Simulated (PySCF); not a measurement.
## Frontier orbitals and the lowest excitations

Species: C4H9P.
Geometry (GFN2-xTB, Å), atoms numbered from 1 in this order:
```
atom  x, y, z in Å
C1     1.6880   -0.3214    0.3648
C2     0.4727   -0.3148   -0.5480
C3    -0.4369    0.9111   -0.3488
C4    -1.4509    0.2350    0.5816
P5    -0.8937   -1.4800    0.0578
H6     1.3888   -0.1924    1.4035
H7     2.3660    0.4887    0.0986
H8     2.2240   -1.2649    0.2790
H9     0.7852   -0.4855   -1.5812
H10    0.0672    1.7801    0.0775
H11   -0.9020    1.2114   -1.2883
H12   -2.5001    0.4694    0.4113
H13   -1.2225    0.3998    1.6354
H14   -1.5865   -1.4370   -1.1654
```

Method used: TDDFT PBE0/def2-SVPD, vertical, gas phase, core orbitals frozen in the response in PySCF.

Kohn–Sham orbitals with the atoms that hold most of them (Löwdin shares over 4%, at most four atoms; ? is withheld):

```json
{"orbital": "LUMO+2", "ε (eV)": "1.39", "atoms": "C1 19%, H6 12%, P5 9%, H14 9%"}
{"orbital": "LUMO+1", "ε (eV)": "0.52", "atoms": "P5 21%, C4 13%, H14 12%, C3 9%"}
{"orbital": "LUMO", "ε (eV)": "?", "atoms": "P5 39%, C2 14%, C4 12%, H14 8%"}
{"orbital": "HOMO", "ε (eV)": "-6.69", "atoms": "?"}
{"orbital": "HOMO-1", "ε (eV)": "-8.31", "atoms": "?"}
{"orbital": "HOMO-2", "ε (eV)": "-8.79", "atoms": "P5 21%, H14 15%, C2 14%, C4 12%"}
{"orbital": "HOMO-3", "ε (eV)": "-9.46", "atoms": "C3 26%, C1 18%, C2 14%, C4 10%"}
```

Give the leading atoms of the HOMO-1.

C2 (bonded to 2 C, P and H) 24%; P5 (bonded to 2 C and H) 23%; C4 (bonded to C, P and 2 H) 20%; C1 (bonded to C and 3 H) 9%. By element: carbon 53% or more, phosphorus 23%.

Give the leading atoms of the HOMO.

P5 (bonded to 2 C and H) 58%; C2 (bonded to 2 C, P and H) 11%; C4 (bonded to C, P and 2 H) 10%; C3 (bonded to 2 C and 2 H) 9%. By element: phosphorus 58%, carbon 30% or more.

What is the LUMO energy, and the HOMO–LUMO gap?

ε(LUMO) = 0.27 eV; the gap is 6.96 eV (0.2558 hartree).

How does S1 compare with the orbital gap of 6.96 eV?

S1 is at 5.74 eV (f = 0.053), 1.22 eV below the gap, made of HOMO→LUMO (98%). Without the coupling terms of the response equations the lowest excitation would equal the gap.

One configuration dominates each of S1 and S2. Which, and how do the shares of the two leading atoms of either orbital change from the occupied to the empty one?

- S1 (5.74 eV, f 0.053), HOMO→LUMO (98%): P5 58% → 39%, C2 11% → 14%
- S2 (6.05 eV, f 0.025), HOMO→LUMO+1 (96%): P5 58% → 21%, C2 11% → at most 9%, C4 10% → 13%

Löwdin shares depend on the basis, the more so with diffuse functions.

One conformer stands for the species.
